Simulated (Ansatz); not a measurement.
Consider vertical energies of changing the electron count of CH2F2, SMILES FCF (Ansatz 0.2.0 through its Python package).

`ip.py`:
```python
"""Removing and adding an electron on CH2F2 at fixed geometry."""

from dataclasses import dataclass

import ansatz as az
from rdkit import Chem
from rdkit.Chem import AllChem


@dataclass
class RunConfig:
    basis: str = "aug-cc-pVDZ"
    xc: str = "r2scan"


cfg = RunConfig()


def single_point(molecule, charge=0, unpaired=0):
    calc = molecule.calculation().basis(gaussian=cfg.basis).functional(cfg.xc).accuracy("medium")
    if charge:
        calc = calc.charge(charge)
    if unpaired:
        calc = calc.spin("collinear", total=unpaired)
    report = calc.run().report
    if report["published_state_doubts"]:
        print("  doubts:", report["published_state_doubts"])
    return report["free_energy_ev"]


def main() -> None:
    # start geometry from RDKit
    rd = Chem.AddHs(Chem.MolFromSmiles("FCF"))
    AllChem.EmbedMolecule(rd, randomSeed=420)
    AllChem.UFFOptimizeMolecule(rd)
    geometry = az.Crystal.molecule()
    for atom, xyz in zip(rd.GetAtoms(), rd.GetConformer().GetPositions()):
        geometry = geometry.atom(atom.GetSymbol(), xyz.round(5).tolist())

    # delta-SCF style differences, no relaxation
    parent = single_point(geometry, 0, 0)
    cation = single_point(geometry, 1, 1)
    print(f"E(N)   = {parent:.5f} eV")
    print(f"E(N-1) = {cation:.5f} eV  (1 unpaired)")
    print(f"vertical ionisation energy {cation - parent:.3f} eV")
    anion = single_point(geometry, -1, 1)
    print(f"E(N+1) = {anion:.5f} eV  (1 unpaired)")
    print(f"vertical electron affinity {parent - anion:.3f} eV" + ("" if anion < parent else " (unbound in this basis)"))
    print(f"fundamental gap IP - EA = {cation + anion - 2 * parent:.3f} eV")


if __name__ == "__main__":
    main()
```

What does it cost to change the electron count at this fixed geometry?

At this unrelaxed geometry removing an electron costs 12.66 eV and an added one is unbound in this basis (by 0.65 eV).

The output:

```console
$ python ip.py
E(N)   = -6501.02110 eV
E(N-1) = -6488.35798 eV  (1 unpaired)
vertical ionisation energy 12.663 eV
E(N+1) = -6500.37235 eV  (1 unpaired)
vertical electron affinity -0.649 eV (unbound in this basis)
fundamental gap IP - EA = 13.312 eV
```

What to keep in mind:
- The settings weren't tested for convergence.
- The geometry is a force-field or estimated start, not a minimum of this method, and the basis set is short of its limit. All parts are taken at fixed geometry, without zero-point energy. At an unrelaxed start these energies can be a whole eV from those at the minimum, and a small affinity can change sign.
- A negative electron affinity means that the anion is unbound here; its size hangs on the basis and tends to about zero as the basis grows, and so does its part in any gap built on it.
- Wall time of the script: 24 s on 1 thread of Arm Neoverse V1, with other jobs on the host, peak memory 0.32 GiB.

(Lines on the test bed's own set-up are left out of the output.)
